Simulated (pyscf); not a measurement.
Single points on ωB97X-D3(BJ)/def2-SVP structures (PySCF, gas phase).

### Question
`[GeH3][GeH3]` + `[OH2]` → `[OH][GeH3]` + `[GeH4]`
Surface: singlet. Broken: Ge–Ge, H–O. Formed: Ge–O, Ge–H. Give ΔE‡ and ΔE from ωB97M-D3(BJ)/def2-TZVP, relative to the separated reactants.

### Answer
ΔE‡ = 44.9 kcal/mol, ΔE = +1.4 kcal/mol. Zero-point energy shifts the barrier by -0.2 kcal/mol. It is a four-centre exchange, with an imaginary mode of 395i cm⁻¹. One saddle was located; it need not be the lowest between these sides. Elements up to Kr have no core potential and no relativistic terms here.
